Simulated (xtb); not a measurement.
xtb input (GFN1-xTB):

```bash
xtb mol.xyz --gfn 1 --sp --chrg 0 --uhf 0
```
mol.xyz:
```
7

C     -0.00541272     0.00514807     0.86088345
C     -0.00020344    -0.64634739    -0.49579893
C      0.00648613     0.64037189    -0.50345144
H      0.90225350     0.00400638     1.46236727
H     -0.92057007     0.01341463     1.45085018
H     -0.00162276    -1.57792247    -1.03216063
H      0.01471952     1.56546606    -1.05085530
```

Output:

```
           -------------------------------------------------
          |                Calculation Setup                |
           -------------------------------------------------

           -------------------------------------------------
          |                 G F N 1 - x T B                 |
           -------------------------------------------------

        Reference                      10.1021/acs.jctc.7b00118
      * Hamiltonian:
        H0-scaling (s, p, d)           1.850000    2.250000    2.000000
        zeta-weighting                 0.000000
      * Dispersion:
        s8                             2.400000
        a1                             0.630000
        a2                             5.000000
        s9                             0.000000
      * Repulsion:
        kExp                           1.500000
        rExp                           1.000000
      * Coulomb:
        alpha                          2.000000
        third order                    atomic
        anisotropic                    false
      * Halogen bond correction:
        rad-scale                      1.300000
        damping                        0.440000

          ...................................................
          :                      SETUP                      :
          :.................................................:
          :  # basis functions                  20          :
          :  # atomic orbitals                  20          :
          :  # shells                           14          :
          :  # electrons                        16          :
          :  # halogen bonds                     0          :
          :  max. iterations                   250          :
          :  Hamiltonian                  GFN1-xTB          :
          :  restarted?                      false          :
          :  GBSA solvation                  false          :
          :  PC potential                    false          :
          :  electronic temp.          300.0000000     K    :
          :  accuracy                    1.0000000          :
          :  -> integral cutoff          0.2500000E+02      :
          :  -> integral neglect         0.1000000E-07      :
          :  -> SCF convergence          0.1000000E-05 Eh   :
          :  -> wf. convergence          0.2000000E-04 e    :
          :  Broyden damping             0.4000000          :
          :  net charge                          0          :
          :  unpaired electrons                  0          :
          ...................................................

 iter      E             dE          RMSdq      gap      omega  full diag
   1     -8.5393653 -0.853937E+01  0.928E+00    5.37       0.0  T
   2     -8.5501344 -0.107691E-01  0.551E+00    5.18       1.0  T
   3     -8.5506261 -0.491730E-03  0.443E-01    5.05       1.0  T
   4     -8.5511031 -0.476952E-03  0.352E-02    5.10       1.1  T
   5     -8.5511059 -0.287441E-05  0.505E-03    5.10       7.5  T
   6     -8.5511060 -0.468316E-07  0.596E-04    5.10      63.4  T
   7     -8.5511060 -0.108972E-08  0.112E-05    5.10    3372.0  T
   8     -8.5511060 -0.408562E-13  0.518E-06    5.10    7293.1  T

   *** convergence criteria satisfied after 8 iterations ***

         #    Occupation            Energy/Eh            Energy/eV
      -------------------------------------------------------------
         1        2.0000           -0.6690957             -18.2070
         2        2.0000           -0.6044522             -16.4480
         3        2.0000           -0.5932892             -16.1442
         4        2.0000           -0.5511508             -14.9976
         5        2.0000           -0.5403033             -14.7024
         6        2.0000           -0.4829609             -13.1420
         7        2.0000           -0.4469042             -12.1609
         8        2.0000           -0.4249003             -11.5621 (HOMO)
         9                         -0.2373133              -6.4576 (LUMO)
        10                         -0.1098415              -2.9889
        11                         -0.1034151              -2.8141
        12                         -0.0911416              -2.4801
        13                         -0.0677704              -1.8441
       ...                                ...                  ...
        20                          0.9434194              25.6717
      -------------------------------------------------------------
                  HL-Gap            0.1875869 Eh            5.1045 eV
             Fermi-level           -0.3311068 Eh           -9.0099 eV

 SCC (total)                   0 d,  0 h,  0 min,  0.004 sec
 SCC setup                      ...        0 min,  0.000 sec (  1.687%)
 Dispersion                     ...        0 min,  0.000 sec (  0.717%)
 classical contributions        ...        0 min,  0.000 sec (  0.344%)
 integral evaluation            ...        0 min,  0.001 sec ( 23.445%)
 iterations                     ...        0 min,  0.001 sec ( 29.654%)
 molecular gradient             ...        0 min,  0.002 sec ( 41.465%)
 printout                       ...        0 min,  0.000 sec (  2.503%)

         :::::::::::::::::::::::::::::::::::::::::::::::::::::
         ::                     SUMMARY                     ::
         :::::::::::::::::::::::::::::::::::::::::::::::::::::
         :: total energy              -8.389886848913 Eh    ::
         :: gradient norm              0.028824685658 Eh/a0 ::
         :: HOMO-LUMO gap              5.104499721471 eV    ::
         ::.................................................::
         :: SCC energy                -8.551105976462 Eh    ::
         :: -> electrostatic           0.000473263977 Eh    ::
         :: repulsion energy           0.162606040647 Eh    ::
         :: dispersion energy         -0.001386913098 Eh    ::
         :: halogen bond corr.         0.000000000000 Eh    ::
         :: add. restraining           0.000000000000 Eh    ::
         :: total charge               0.000000000000 e     ::
         :::::::::::::::::::::::::::::::::::::::::::::::::::::

           -------------------------------------------------
          |                Property Printout                |
           -------------------------------------------------

    * Orbital Energies and Occupations

         #    Occupation            Energy/Eh            Energy/eV
      -------------------------------------------------------------
         1        2.0000           -0.6690957             -18.2070
         2        2.0000           -0.6044522             -16.4480
         3        2.0000           -0.5932892             -16.1442
         4        2.0000           -0.5511508             -14.9976
         5        2.0000           -0.5403033             -14.7024
         6        2.0000           -0.4829609             -13.1420
         7        2.0000           -0.4469042             -12.1609
         8        2.0000           -0.4249003             -11.5621 (HOMO)
         9                         -0.2373133              -6.4576 (LUMO)
        10                         -0.1098415              -2.9889
        11                         -0.1034151              -2.8141
        12                         -0.0911416              -2.4801
        13                         -0.0677704              -1.8441
        14                         -0.0568967              -1.5482
        15                          0.1256606               3.4194
        16                          0.2014028               5.4804
        17                          0.3293897               8.9632
        18                          0.3305987               8.9960
        19                          0.3978765              10.8268
Note: The following floating-point exceptions are signalling: IEEE_DENORMAL
normal termination of xtb
        20                          0.9434194              25.6717
      -------------------------------------------------------------
                  HL-Gap            0.1875869 Eh            5.1045 eV
             Fermi-level           -0.3311068 Eh           -9.0099 eV

  Mulliken/CM5 charges         n(s)   n(p)   n(d)
     1C    -0.05707 -0.15606   0.993  3.064  0.000
     2C    -0.03200 -0.08949   1.048  2.984  0.000
     3C    -0.03200 -0.08949   1.048  2.984  0.000
     4H     0.01436  0.06766   0.986  0.000  0.000
     5H     0.01436  0.06766   0.986  0.000  0.000
     6H     0.04618  0.09986   0.954  0.000  0.000
     7H     0.04618  0.09986   0.954  0.000  0.000

Wiberg/Mayer (AO) data.
largest (>0.10) Wiberg bond orders for each atom

 ---------------------------------------------------------------------------
     #   Z sym  total        # sym  WBO       # sym  WBO       # sym  WBO
 ---------------------------------------------------------------------------
     1   6 C    3.914 --     5 H    0.982     4 H    0.982     2 C    0.957
                             3 C    0.957
     2   6 C    3.960 --     3 C    2.002     6 H    0.972     1 C    0.957
     3   6 C    3.960 --     2 C    2.002     7 H    0.972     1 C    0.957
     4   1 H    1.013 --     1 C    0.982
     5   1 H    1.013 --     1 C    0.982
     6   1 H    0.999 --     2 C    0.972
     7   1 H    0.999 --     3 C    0.972
 ---------------------------------------------------------------------------

Topologies differ in total number of bonds
Writing topology from bond orders to xtbtopo.mol

 dipole moment from electron density (au)
     X       Y       Z
   0.0010  -0.0010  -0.1654  total (Debye):    0.421

           -------------------------------------------------
          | TOTAL ENERGY               -8.389886848913 Eh   |
          | GRADIENT NORM               0.028824685658 Eh/α |
          | HOMO-LUMO GAP               5.104499721471 eV   |
           -------------------------------------------------

------------------------------------------------------------------------
------------------------------------------------------------------------
 total:
 SCF:
```
